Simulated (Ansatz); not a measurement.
fcc Ir, treated with HSE06-D3(BJ) (Ansatz, an electronic-structure program, PAW).

Numerical settings: plane-wave cutoff 460 eV, 14×14×14 k mesh, Fermi–Dirac smearing 0.05 eV, no spin polarisation, scalar-relativistic PAW data made under PBE.

Energies at three volumes about the minimum:

| V (Å³/atom) | E − E_lowest (meV/atom) |
|---|---|
| 13.250 | 11.69 |
| 13.528 | 0.00 |
| 13.929 | 10.63 |

Task: Fit a parabola by hand: where is the minimum, what lattice constant follows, and what is the bulk modulus?

Result: Slopes: (0.00 − 11.69)/(13.528 − 13.250) = -42.050 and (10.63 − 0.00)/(13.929 − 13.528) = 26.509 meV/Å³. Curvature E″ = 2 × (26.509 − (-42.050))/(13.929 − 13.250) = 201.941 meV/Å⁶. From the middle of the first interval, the slope vanishes at V0 = 13.3890 − (-42.050)/201.941 = 13.597 Å³/atom. B = V0 E″ = 13.597 × 201.941 meV/Å³ × 0.1602 GPa per meV/Å³ = 440 GPa. With 4 atoms in the cube, a = (4 × 13.597)^(1/3) = 3.789 Å. The full Birch–Murnaghan fit to all volumes gives V0 = 13.589 Å³/atom and B0 = 434 GPa.

Measured, for comparison: bulk modulus 365 GPa (corrected for temperature and zero-point phonon effects; as tabulated in Levämäki et al. (2014), arXiv:1402.3671); lattice constant a 3.831 Å (static lattice: zero-point anharmonic expansion removed; as tabulated in Mejia-Rodriguez and Trickey (2018), arXiv:1807.09216). Computed (rounded) less measured: bulk modulus +19 %.
